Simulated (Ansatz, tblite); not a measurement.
# LaF3: one state, many levels

The task here is to estimate one member of a computed series from the others.

Computed with Ansatz 0.2.0, Gaussian basis. Level: as each input shows.

The runs, in order: GFN1-xTB, GFN2-xTB, PBE-D4/def2-TZVP, r2SCAN-D4/def2-TZVP, CAM-B3LYP-D4/def2-TZVP, HSE06-D4/def2-TZVP, B3LYP-D4/def2-TZVP, r2SCANh-D4/def2-TZVP, ωB97X-V/def2-TZVP, r2SCAN0-D4/def2-TZVP, BHLYP-D4/def2-TZVP, PBE-D4/def2-SVP, PBE0-D4/def2-SVP, PBE0-D4/def2-TZVPD, PBE-D4/def2-TZVPD, r2SCAN-D4/def2-TZVPD, CCSD(T)/def2-TZVPP, MP2/def2-TZVP, RPA/def2-TZVP.

## The geometry

The singlet was relaxed beforehand with PBE0-D4/def2-TZVP.

4 atoms, charge 0, spin multiplicity 1.

Bond lengths: La1–F2 2.143 Å, La1–F3 2.143 Å, La1–F4 2.143 Å. Angles: F2–La1–F3 114.9°, F2–La1–F4 114.9°, F3–La1–F4 114.9°.

Formally the metal is d0. La takes a core potential in the def2 sets. No spin-orbit coupling is included.

PBE0-D4/def2-TZVP was run before; its log isn't repeated, and its numbers join the tables.

Set-up of the first run:

Tight binding, by tblite at 300 K electronic temperature and without a spin-polarisation term:

```python
tblite.interface.Calculator('GFN1-xTB', numbers, positions, charge=0, uhf=0).singlepoint()
```

Tight binding, by tblite at 300 K electronic temperature and without a spin-polarisation term:

```python
tblite.interface.Calculator('GFN2-xTB', numbers, positions, charge=0, uhf=0).singlepoint()
```

start.molden holds the orbitals of an earlier run on this state, given as this run's starting guess.

Input file in.yaml:

```yaml
crystal:
  periodic: [false, false, false]
  atoms:
    - {symbol: La, position_ang: [-0.002134, 0.001897, 0.368705]}
    - {symbol: F, position_ang: [2.086705, -0.025621, -0.110658]}
    - {symbol: F, position_ang: [-1.020612, 1.818409, -0.138145]}
    - {symbol: F, position_ang: [-1.063969, -1.794675, -0.119901]}
basis:
  gaussian: {orbitals: def2-TZVP, initial_orbitals: start.molden}
hamiltonian: {xc: pbe, dispersion: d4}
scf: {omitted_lower_state_checks: [starts]}
output: {orbitals: {seedname: orbitals}}
```

The run is started by

```console
> ansatz run in.yaml --threads 4 --pin off --events-out ev --progress --plain --max-ram 3916MiB
```

Steps of the session up to this table: PBE-D4/def2-TZVP; r2SCAN-D4/def2-TZVP; CAM-B3LYP-D4/def2-TZVP; HSE06-D4/def2-TZVP; B3LYP-D4/def2-TZVP; r2SCANh-D4/def2-TZVP; ωB97X-V/def2-TZVP; r2SCAN0-D4/def2-TZVP; BHLYP-D4/def2-TZVP; PBE-D4/def2-SVP; PBE0-D4/def2-SVP; PBE0-D4/def2-TZVPD; PBE-D4/def2-TZVPD; r2SCAN-D4/def2-TZVPD; CCSD(T)/def2-TZVPP; MP2/def2-TZVP; RPA/def2-TZVP.

One of the session's tables, all rows but one given; the rest of the session is left out.

```
                 level  HOMO (eV)  LUMO (eV)  gap (eV)
       PBE-D4/def2-SVP      -7.73      -2.70      5.03
      PBE-D4/def2-TZVP      -8.03      -2.80      5.23
     PBE-D4/def2-TZVPD      -8.11      -2.79      5.31
   r2SCAN-D4/def2-TZVP      -8.41      -2.26      6.15
  r2SCAN-D4/def2-TZVPD      -8.46      -2.24      6.23
  r2SCANh-D4/def2-TZVP      -9.12      -2.08      7.04
    B3LYP-D4/def2-TZVP      -9.63      -2.50      7.13
      PBE0-D4/def2-SVP      -9.64      -2.09      7.55
     PBE0-D4/def2-TZVP      -9.90      -2.15      7.75
    PBE0-D4/def2-TZVPD          ?          ?         ?
  r2SCAN0-D4/def2-TZVP     -10.20      -1.81      8.39
    HSE06-D4/def2-TZVP      -9.49      -2.50      6.99
    BHLYP-D4/def2-TZVP     -11.78      -1.76     10.01
CAM-B3LYP-D4/def2-TZVP     -11.43      -1.55      9.88
     ωB97X-V/def2-TZVP     -12.36      -0.54     11.82
```

Q: Estimate the row for PBE0-D4/def2-TZVPD from the others.

**Answer.** HOMO (eV): -9.96; LUMO (eV): -2.13; gap (eV): 7.82. In the column «HOMO (eV)» it lies between r2SCAN0-D4/def2-TZVP (-10.20) and PBE0-D4/def2-TZVP (-9.90).
